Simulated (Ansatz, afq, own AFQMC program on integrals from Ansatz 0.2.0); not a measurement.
**SiH3O, doublet in def2-TZVP, levels against CCSDT(Q)**

```yaml
atoms:
  - { symbol: O, position_ang: [0.6468, -1.0515, 0.4119] }
  - { symbol: Si, position_ang: [-0.0331, 0.3486, -0.1964] }
  - { symbol: H, position_ang: [0.0605, -1.6294, 0.9099] }
  - { symbol: H, position_ang: [1.0765, 1.0783, -0.8809] }
  - { symbol: H, position_ang: [-0.6189, 1.2103, 0.8904] }
```

Connectivity, by distances: OH–SiH2.

Basis def2-TZVP. Only valence electrons are correlated. Ansatz 0.2.0 and our own AFQMC program on the same integrals; the CISD trial comes from CCSD amplitudes, and released means the phaseless constraint is let go. Uncertainties: one standard error, sampling alone.

Determinant: UHF, the one that the program's search chose, which needn't be the lowest solution. The geometry is a PBE0/def2-SVP stationary point of this or a neighbouring charge and spin state.

No full CI on the walks' own integrals is used here; CCSDT(Q) serves as the reference and is uncertain by about the last step of the cluster series.

- T1 diagnostic: 0.0152
- weight of the determinant in the CISD state: 0.885
- ⟨S²⟩ of the determinant: 0.754
- size of the correlated space: 13 electrons in 80 orbitals

Reference: CCSDT(Q), correlation energy -10.213 eV. The released energy is read at 2.40 1/Eh (meV from the phaseless value at times in 1/Eh: -6 ± 4 at 0.24, -6 ± 5 at 0.51, -4 ± 5 at 0.99, -14 ± 8 at 1.62, 6 ± 10 at 2.40).

| level | E − E(reference) (kJ/mol) | share of correlation (%) |
| --- | --- | --- |
| HF | 985.4 | 0.00 |
| MP2 | 91.3 | 90.73 |
| CCSD | 34.0 | 96.55 |
| CCSD(T) | 3.3 | 99.67 |
| CCSDT | 1.5 | 99.84 |
| ph-AFQMC/CISD | 0.5 ± 0.5 | 99.95 |
| released AFQMC | 1.1 ± 1.0 | 99.89 |

Released energies are given only where the last usable release times agree within the noise; a slower fall can still hide under it.
